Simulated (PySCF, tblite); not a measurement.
Isomers of [C4H8FN]+ (charge +1 and doublet state), one GFN2-xTB conformer each. Single-point energies are computed at B3LYP/pcH-1 (PySCF, gas phase, no added dispersion term), electronic only. GFN2-xTB treats the open shell by occupation alone, and not every SCF solution was tested for stability.

Question: Rank them by B3LYP/pcH-1 energy, lowest first (kJ/mol).
A. `[NH2+:1][CH2:2][C@@H:3]1[CH2:4][C@@H:5]1[F:6]` (charge +1 and doublet state) with H–N1–C2–C3 14° and -175°, N1–C2–C3–C4 178°
B. `[CH2:1]=[C:2]([F:3])[CH2:4][NH+:5][CH3:6]` (charge +1 and doublet state) with C1–C2–C4–N5 -179°, C2–C4–N5–C6 180°

Answer: B (0.0), A (68.6).

As drawn, the higher has a three-membered ring, which the lower lacks. GFN2-xTB itself gives, in the same order: 0.0, 29.4. Both levels put the same isomer lowest.

Question: What happens when harmonic zero-point energies from GFN2-xTB frequencies are added?

Answer: 
```
                 SMILES  ZPE (kJ/mol)  electronic (kJ/mol)  with ZPE (kJ/mol)
          C=C(F)C[NH+]C         291.1                  0.0                0.0
[NH2+]C[C@@H]1C[C@@H]1F         293.6                 68.6               71.0
```

The zero-point energies span 2.5 kJ/mol. The order is unchanged.
